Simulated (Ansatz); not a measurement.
Ansatz (a first-principles code) input (PBE/LANL2DZ): The .json file is the Basis Set Exchange's LANL2DZ.

Ansatz 0.2 input:
```yaml
crystal:
  periodic: [false, false, false]
  atoms:
    - {symbol: P, position_ang: [-0.00000000, -0.00000000, -0.98809696]}
    - {symbol: P, position_ang: [0.00000000, 0.00000000, 0.98809696]}
basis:
  gaussian:
    orbitals: LANL2DZ.json
hamiltonian:
  xc: {name: PBE}
total_charge: 1
magnetization: {spin_polarized: true, initial_magnetization: 1}
output: {forces: true}
```

Output:

```
Functional definition: PBE
integrals: 0.00 GiB planned
254 factors; integrals over basis functions are off by at most 2.1e-4 eV
mean field: 0.06 GiB planned
mean field evaluation 1: about -342.3238 eV, gradient 4.8e0 eV
mean field evaluation 2: about -342.4206 eV, gradient 3.5e0 eV
mean field evaluation 4: about -342.5078 eV, gradient 2.1e0 eV
mean field evaluation 8: about -342.5500 eV, gradient 1.3e-1 eV
mean field evaluation 16: about -342.5557 eV, gradient 2.6e-1 eV
mean field evaluation 32: about -342.5648 eV, gradient 1.8e-5 eV
mean field evaluation 64: about -342.5038 eV, gradient 2.1e-4 eV
mean field -342.56481078 eV, -12.5890245975 hartree, gradient 3.8e-6 eV, S^2 0.754445; 9 other end points of the search recorded, 0 dependent functions left out
the calculation of the forces begins
reference -342.56483343 eV, -12.5890254299 hartree; 5, 4 occupied and 11, 12 virtual orbitals, 254 factors
Total energy: -342.56483343 eV, -12.5890254299 hartree
Atom 0 at    -0.000000    -0.000000    -0.988097 Å, force     0.000000    -0.000000    -1.882297 eV/Å
Atom 1 at     0.000000     0.000000     0.988097 Å, force    -0.000000     0.000000     1.882297 eV/Å
Dipole moment:    -0.131945     0.096739    -0.000000 e Å
```

The dipole moment of an ion depends on the origin.

The geometry given is a B3LYP-D3(BJ)/def2-TZVP minimum.
